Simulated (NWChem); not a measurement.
**Basis-set dependence for propane (C3H8)**

```xyz
11

C     -1.2711     0.0000    -0.2568
C      0.0000     0.0000     0.5793
C      1.2711     0.0000    -0.2568
H     -2.1740     0.0000     0.3732
H     -1.3212     0.8875    -0.9087
H     -1.3212    -0.8875    -0.9087
H      0.0000    -0.8792     1.2469
H      0.0000     0.8792     1.2469
H      2.1740     0.0000     0.3732
H      1.3212    -0.8875    -0.9087
H      1.3212     0.8875    -0.9087
```
Charge 0, spin multiplicity 1.

Everything below was run with NWChem. The geometry was optimised at PBE0/def2-SVP, a minimum by its harmonic frequencies.

Hartree-Fock energies in Ha, correlation energies in mHa.

The correlated methods keep 3 core orbitals frozen. Coupled-cluster values serve here as a point of comparison, not as the truth.

```
basis    functions         RHF     MP2  SCS-MP2    CCSD  CCSD+T(CCSD)  CCSD(T)  CR-CCSD[T]  CR-CCSD(T)
-------  ---------  ----------  ------  -------  ------  ------------  -------  ----------  ----------
STO-3G          23  -116.88408  -159.2   -178.5  -215.1        -216.0   -216.0      -215.9      -215.9
cc-pVDZ         82  -118.27210  -445.9   -451.8  -495.9        -509.4   -509.2      -506.3      -506.1
```

From STO-3G to cc-pVDZ the Hartree-Fock energy moves by -1388.0 mHa and the MP2 correlation energy by -286.7 mHa, which is 64 % of its value in the larger set.
